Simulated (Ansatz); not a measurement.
**B–O–GeH⁺, doublet in cc-pVTZ: errors against UCCSDT(Q)**

Geometry: that of the B–O–GeH, singlet, kept fixed.

```xyz
4

B     0.0000   -0.1870    2.3974
O     0.0000    0.2753    1.2018
Ge    0.0000   -0.0537   -0.6084
H     0.0000    1.5080   -0.9449
```

Basis cc-pVTZ; Ansatz 0.2.0. Correlated methods freeze the noble-gas cores and the filled d shells of p-block atoms, which leaves 13 electrons in 101 orbitals. R marks a restricted (for open shells ROHF) determinant, U an unrestricted one. No spin–orbit coupling is included, and no scalar relativity.

Full CI isn't at hand for all of this; UCCSDT(Q) serves as the reference, and is uncertain by about the last step of the cluster series. The frozen core follows each run's orbitals, which can shift R against U totals by a few meV for light atoms and by up to 0.1 eV past Ca.

* UHF ⟨S²⟩: 0.843
* T1 diagnostic (RCCSD): 0.0261
* largest doubles amplitude (RCCSD): 0.067
* T1 diagnostic (UCCSD): 0.0223

| level | E − E(UCCSDT(Q)) (kJ/mol) | wall time |
| --- | --- | --- |
| UMP2 | 93.1 | – |
| UCCSD | 48.1 | – |
| UCCSD(T) | 4.5 | 39 s (H100) |
| UCCSDT | 2.7 | – |

Run but not shown, since their state, orbitals or frozen core can't be matched to the reference's or they repeat it: RHF, UHF, RMP2, RCCSD, RCCSD(T), BCCD(T), RCCSDT, RCCSDT(Q).

Times hold each run's SCF and search for its determinant on a shared host, so for small cases they say little of a method's own cost. Some runs computed forces too.
